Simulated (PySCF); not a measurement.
Fractional electron number in S- (sulfur, charge -1)

The 3p beta orbital of [Ne] 3s2 3p5 is emptied in steps (occupation f), with all orbitals relaxed, ending at [Ne] 3s2 3p4. Calculation: PySCF 2.14, in aug-cc-pV(T+d)Z (6s5p4d2f, 55 functions); no relativity, point nucleus. The exact energy is a straight line in f; departures are measured from the line between the end points of the same method.

```
   f  LDA (eV)  PBE (eV)  PBE0 (eV)  r2SCAN (eV)  LC-wPBE (eV)  BHandHLYP (eV)  TPSS (eV)  BLYP (eV)
   1     0.000     0.000      0.000        0.000         0.000           0.000      0.000      0.000
0.75    -0.660    -0.632     -0.420       -0.589         0.065          -0.223     -0.613     -0.642
 0.5    -0.900    -0.857     -0.569       -0.786         0.081          -0.312     -0.829     -0.875
0.25    -0.688    -0.649     -0.430       -0.582         0.059          -0.244     -0.627     -0.668
   0     0.000     0.000      0.000        0.000         0.000           0.000      0.000      0.000
```

```csv
method,E(f=0) − E(f=1) (eV),−ε at f=1 (eV),−ε at f=0.5 (eV)
LDA,2.397,-1.028,2.322
PBE,2.166,-1.129,2.118
PBE0,2.068,-0.122,2.041
r2SCAN,2.123,-0.977,2.136
LC-wPBE,2.060,2.447,2.044
BHandHLYP,1.951,0.834,1.895
TPSS,2.096,-1.107,2.057
BLYP,2.127,-1.210,2.057
```

Orbital energy along the path (eV):

| f | LDA | PBE | PBE0 | r2SCAN | LC-wPBE | BHandHLYP | TPSS | BLYP |
| --- | --- | --- | --- | --- | --- | --- | --- | --- |
| 1 | 1.028 | 1.129 | 0.122 | 0.977 | -2.447 | -0.834 | 1.107 | 1.210 |
| 0.75 | -0.571 | -0.432 | -0.917 | -0.535 | -2.210 | -1.308 | -0.420 | -0.353 |
| 0.5 | -2.322 | -2.118 | -2.041 | -2.136 | -2.044 | -1.895 | -2.057 | -2.057 |
| 0.25 | -4.186 | -3.878 | -3.207 | -3.726 | -1.899 | -2.563 | -3.753 | -3.868 |
| 0 | -6.117 | -5.644 | -4.365 | -5.136 | -1.745 | -3.305 | -5.462 | -5.739 |

At f = 1 the orbital energy is positive for LDA, PBE, PBE0, r2SCAN, TPSS, BLYP: only the finite basis holds the electron.

Reference removal energy between the ground levels: 2.077 eV (measured; photodetachment measurements, as compiled on the Wikipedia data page of electron affinities). The calculation has no spin-orbit coupling.
